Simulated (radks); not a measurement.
# Cl²⁺ in [Ne] 3s2 3p3: an all-electron calculation

One table from this session's results is given with a row withheld; the runs are named, their logs left out.

Program: radks (a radial shooting solver on a logarithmic mesh, Libxc functionals) version 1. Level of theory: Dirac Kohn-Sham, PBEsol, spin-unpolarised, spherical densities, finite nucleus; open shells fill j = l - 1/2 first. These are calculated values, not measurements, unless marked.

## What is computed

```
element            : chlorine (Z = 17)
charge             : +2
electrons          : 15
configuration      : [Ne] 3s2 3p3
nuclear rms radius : 3.3654 fm
```

The first run:

Input:

```text
Z 17
configuration [Ne] 3s2 3p3
relativity Dirac
functional pbe_sol,pbe_sol
spin unpolarised
j_filling energy
nucleus finite rms 3.3654 fm
c 137.035999084
```

The run is started by

```
> python run_ks.py task.json out
```

The same process makes all the runs of this session.

One table of the session follows, with a row left open; its other results are not shown here.

It belongs to the step «Orbitals and density». From the orbitals of this run (lengths in bohr):

```
level      <r>  outermost maximum (interpolated)  90 % within  nodes
1s1/2  0.09106                            0.0595        0.163      0
2s1/2   0.4442                             0.362        0.695      1
2p1/2   0.4050                             0.300        0.673      0
2p3/2   0.4073                             0.302        0.676      0
3s1/2        ?                                 ?            ?      ?
3p1/2    1.598                              1.35         2.44      1
3p3/2    1.604                              1.35         2.45      1
```

Q: Estimate the row for 3s1/2 from the others.

As computed: <r>: 1.443; outermost maximum (interpolated): 1.25; 90 % within: 2.15; nodes: 2. In the column «<r>» it lies between 2s1/2 (0.4442) and 3p1/2 (1.598).

To keep in mind: Spin polarisation and multiplet splitting are left out.
